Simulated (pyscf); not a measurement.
Elementary routes open to `[NH2][SiH]([NH2])[NH2]` + `[SiH4]` in the gas phase (singlet surface):
A. `[NH2][Si]([NH2])([NH2])[SiH3]` + `[H][H]` (H–Si, H–Si broken; Si–Si, H–H formed)
B. `[NH2][SiH]([NH2])[NH][SiH3]` + `[H][H]` (H–N, H–Si broken; N–Si, H–H formed)

PySCF, gas phase, ωB97X-D3(BJ)/def2-SVP geometries.

Problem. Rank the routes by free-energy barrier at 298 K, lowest first, for ωB97M-D3(BJ)/def2-TZVP energies (ideal gas, 1 atm, RRHO with modes under 100 cm⁻¹ raised to 100, one conformer, R ln 2 for chiral ones without a mode under 150 cm⁻¹).

Solution. B (210.2 kJ/mol), A (353.6 kJ/mol)

Route B is the fastest of these, ahead of the next by 143.4 kJ/mol. The most stable products are those of B (ΔG = -34.9 kJ/mol), so kinetics and thermodynamics agree. At 1200 K B is still the fastest. Only these routes are compared; each barrier is that of the saddle found, and lower ones may exist.
